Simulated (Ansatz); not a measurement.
A nudged elastic band was laid between two geometries of CH₄BS (7 atoms, charge 0, multiplicity 2).

Level of theory: UKS PBE-D4/STO-3G in Ansatz 0.2.0.

- movable images: 7
- climbing image: yes
- spring: 5.0 eV/Å²
- optimiser: quadratic models (default)
- start path: through a guess of the saddle point
- force threshold: 0.03 eV/Å
- iteration limit: 60
- end points: relaxed

Initial state:

```xyz
7
Properties=species:S:1:pos:R:3
C -0.875 0.447 -0.156
B 0.217 -0.603 0.270
S 1.935 -0.414 0.036
H -1.575 -0.003 -0.889
H -0.484 1.381 -0.608
H -1.498 0.737 0.713
H 2.340 -1.613 0.588
```

Final state:

```xyz
7
Properties=species:S:1:pos:R:3
C -0.636 0.308 -0.109
B 0.740 -0.450 0.152
S 2.276 0.163 -0.266
H -1.282 -0.306 -0.767
H -0.533 1.307 -0.570
H -1.188 0.425 0.844
H 0.685 -1.515 0.670
```

Problem. What changes between the two ends?

Solution. Bonds broken: S3–H7. Bonds formed: B2–H7.

Problem. Give the energies along the band, and the barrier.

Solution. The forces met the threshold. The highest image is number 3 of 0 to 8, 1.18 eV above the first end and 2.81 eV above the last; the last end lies 1.63 eV below the first. A vibrational analysis at the climbing image gives one clearly imaginary mode, 1716i cm⁻¹: a first-order saddle point. Limits of this set-up: minimal basis.

| image | path coordinate (Å) | energy (eV) | S3–H7 (Å) | B2–H7 (Å) |
| --- | --- | --- | --- | --- |
| 0 | 0.00 | 0.00 | 1.38 | 2.37 |
| 1 | 0.33 | 0.12 | 1.37 | 2.20 |
| 2 | 0.67 | 0.64 | 1.37 | 1.90 |
| 3 | 1.00 | 1.18 | 1.48 | 1.56 |
| 4 | 1.25 | 0.61 | 1.69 | 1.38 |
| 5 | 1.49 | -0.42 | 1.93 | 1.27 |
| 6 | 1.73 | -1.14 | 2.15 | 1.21 |
| 7 | 1.97 | -1.52 | 2.35 | 1.19 |
| 8 | 2.22 | -1.63 | 2.50 | 1.19 |

Problem. What is the geometry of the highest image?

Solution. 
```xyz
7
Properties=species:S:1:pos:R:3:forces:R:3
C -0.783 0.416 -0.121 0.00 0.00 -0.01
B 0.476 -0.468 0.205 0.00 0.00 0.00
S 2.184 -0.416 -0.163 0.00 0.00 0.00
H -1.501 -0.149 -0.751 0.00 0.00 0.00
H -0.547 1.358 -0.657 0.00 0.00 0.00
H -1.336 0.687 0.801 0.00 0.00 0.00
H 1.568 -1.495 0.639 0.00 0.00 0.00
```

Problem. What are the harmonic wavenumbers there?

Solution. 1716i, 71, 310, 312, 744, 919, 1047, 1254, 1480, 1634, 1638, 2239, 3197, 3350, 3357 cm⁻¹.

The band took 15 iterations and of the order of 2.3 core-minutes.

Time of the run: 2.3 min on 1 thread of Intel(R) Xeon(R) Processor @ 2.70GHz (shared host), peak memory 0.11 GiB.
